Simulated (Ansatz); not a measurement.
Pyrite RuS2 was calculated with PBE in Ansatz (plane waves, PAW).

Run with plane-wave cutoff 520 eV, 6×6×6 k mesh, perturbation theory, no spin polarisation, scalar-relativistic PAW data made under PBE.

Cell (relaxed at this level):

```yaml
crystal:
  lattice:
    - [5.64880, 0.00000, 0.00000]
    - [0.00000, 5.64880, 0.00000]
    - [0.00000, 0.00000, 5.64880]
  atoms:
    - { symbol: Ru, position: [0.00000, 0.50000, 0.50000] }
    - { symbol: Ru, position: [0.50000, 0.00000, 0.50000] }
    - { symbol: Ru, position: [0.00000, 0.00000, 0.00000] }
    - { symbol: Ru, position: [0.50000, 0.50000, 0.00000] }
    - { symbol: S, position: [0.61333, 0.88667, 0.11333] }
    - { symbol: S, position: [0.11333, 0.61333, 0.88667] }
    - { symbol: S, position: [0.61333, 0.61333, 0.61333] }
    - { symbol: S, position: [0.38667, 0.38667, 0.38667] }
    - { symbol: S, position: [0.88667, 0.11333, 0.61333] }
    - { symbol: S, position: [0.88667, 0.38667, 0.11333] }
    - { symbol: S, position: [0.11333, 0.88667, 0.38667] }
    - { symbol: S, position: [0.38667, 0.11333, 0.88667] }
```

### Question
Give the computed electronic dielectric constant ε∞ and dielectric constant ε0 (ions relaxed).

### Answer

- electronic dielectric constant ε∞: 16.7
- dielectric constant ε0 (ions relaxed): 20.8

It cost roughly 40 core-minutes of CPU time.

Ansatz is a program for electronic structure.
